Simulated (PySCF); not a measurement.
Stretching MgS

Set-up: PySCF, no relativity, basis sets Mg def2-SVPD, S def2-SVPD. Energies in eV from Mg + S in their ground configurations at the same level. State: ¹Σ⁺ (singlet), closed shell.

All columns are PBE0. A positive dipole means Mg(−)S(+).

| R (Å) | E (eV) | μ (D) | Mulliken charge on Mg (basis-dependent) | HOMO (eV) | LUMO (eV) | Mayer bond order | ⟨S²⟩ |
| --- | --- | --- | --- | --- | --- | --- | --- |
| 1.867 | -1.081 | -7.44 | 0.82 | -6.23 | -3.45 | 1.87 | 0.00 |
| 1.954 | -1.605 | -7.68 | 0.73 | -6.10 | -3.59 | 1.91 | 0.00 |
| 2.041 | -1.891 | -7.88 | 0.67 | -5.98 | -3.71 | 1.92 | 0.00 |
| 2.106 | -1.991 | -8.00 | 0.64 | -5.91 | -3.80 | 1.91 | 0.00 |
| 2.171 | -2.017 | -8.11 | 0.61 | -5.85 | -3.88 | 1.88 | 0.00 |
| 2.236 | -1.985 | -8.19 | 0.60 | -5.80 | -3.95 | 1.85 | 0.00 |
| 2.323 | -1.879 | -8.27 | 0.58 | -5.75 | -4.04 | 1.79 | 0.00 |
| 2.432 | -1.676 | -8.33 | 0.57 | -5.70 | -4.14 | 1.70 | 0.00 |
| 2.562 | -1.378 | -8.35 | 0.55 | -5.66 | -4.23 | 1.59 | 0.00 |
| 2.736 | -0.952 | -8.30 | 0.54 | -5.66 | -4.33 | 1.42 | 0.00 |

A fit through these points gives, at Re = 2.165 Å, μ = -8.10 D and dμ/dR = -1.46 D/Å; the reduced mass is 13.7 u.

Question: How strong is the fundamental in the double-harmonic approximation, I = 42.26·(dμ/dR)²/μred km/mol?

Answer: I = 42.26·(-1.46)²/13.7 = 6.58 km/mol at PBE0.
